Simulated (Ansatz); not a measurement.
`FC1=CC(F)C1`, charge 0, multiplicity 1.

(1) Give a relaxed structure at PBE0-D4/def2-TZVP (Ansatz). (An estimate is asked.)

## Answers

(1) The calculation gave: 
Cartesian coordinates in Å:
```
F 0.2875 1.2562 -2.0243
C 0.0250 0.5590 -0.9388
C -1.1020 0.2609 -0.2997
C -0.3132 -0.3866 0.8030
F -0.5490 -1.7318 0.9936
C 0.9864 -0.0820 0.0050
H -2.1551 0.4425 -0.4524
H -0.3700 0.0952 1.7824
H 1.7141 0.5733 0.4894
H 1.4763 -0.9867 -0.3583
```
This is one stationary point; other conformers may exist.
